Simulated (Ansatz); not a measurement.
Mulliken charges of CH₃Cl, SMILES `CCl` from PBE/def2-TZVPP in Ansatz (PBE0-D4/def2-TZVP geometry).

```
atom   x (Å)   y (Å)   z (Å)  charge (e)
  C1  -0.121   0.010   0.051      -0.242
 Cl2   1.469  -0.291  -0.672      -0.157
  H3  -0.285  -0.715   0.845       0.133
  H4  -0.880  -0.097  -0.720       0.133
  H5  -0.134   1.020   0.455       0.133
```

Q: By hand: the dipole of these point charges (1 e Å = 4.8032 D).

A: Σ q r = (-0.374, 0.071, 0.170) e Å, of length 0.417 e Å = 2.00 D.

Q: How does the dipole of the full density compare? (Estimate.)

A: Ansatz gave: (-0.340, 0.064, 0.155) e Å, 1.82 D; the point charges give 1.10 times that, at 0° from its direction.

Point charges leave out the atoms' own dipoles, such as those of lone pairs, and Mulliken's split depends on the basis, so the close match here is no proof of good charges.
